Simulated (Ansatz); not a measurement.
Geometry optimisation, RKS BLYP-D4/def2-SVP (Ansatz 0.2.0).

Input:

```yaml
crystal:
  periodic: [false, false, false]
  atoms:
    - { symbol: Cl, position_ang: [-0.1824, 0.7925, -2.8935] }
    - { symbol: Cl, position_ang: [-0.1082, -1.1554, -2.3702] }
    - { symbol: C, position_ang: [0.0578, 0.1436, 1.0521] }
    - { symbol: F, position_ang: [0.0608, -1.2245, 1.0619] }
    - { symbol: H, position_ang: [0.8771, 0.4796, 0.4146] }
    - { symbol: H, position_ang: [0.1973, 0.488, 2.0784] }
    - { symbol: H, position_ang: [-0.9024, 0.476, 0.6567] }
basis:
  gaussian: { orbitals: def2-SVP }
hamiltonian:
  xc: blyp
  dispersion: d4
relax:
  f_tol: 0.02
  max_steps: 40
scf:
  lower_state_search: "off"
output:
  orbitals: {}
```

Command:

```bash
$ ansatz run input.yaml --threads 1 --pin off --max-ram 2048MiB --backend cpu --events-out ev --progress --plain --runs-dir out
```

**Question.** Where does it end, and by what steps?

**Answer.** The run converged. After 7 steps the energy has fallen by 0.096 eV; Cl1 moved furthest, 0.16 Å.

```csv
step,energy less start (eV),largest force component (eV/Å),accepted
0,0.0000,1.150,yes
1,-0.0892,0.230,yes
2,-0.0919,0.084,yes
3,-0.0950,0.022,yes
4,-0.0955,0.030,yes
5,-0.0958,0.023,yes
6,-0.0956,0.086,no
7,-0.0958,0.003,yes
```

```xyz
7
Properties=species:S:1:pos:R:3
Cl -0.159 0.848 -2.741
Cl -0.127 -1.185 -2.261
C 0.057 0.116 1.000
F 0.077 -1.271 1.042
H 0.878 0.491 0.352
H 0.184 0.528 2.025
H -0.910 0.472 0.582
```

Whether the end is a true minimum wasn't checked by a vibrational analysis.

Time of the run: 11 s on 1 thread of Arm Neoverse V2 (shared host), peak memory 0.12 GiB.
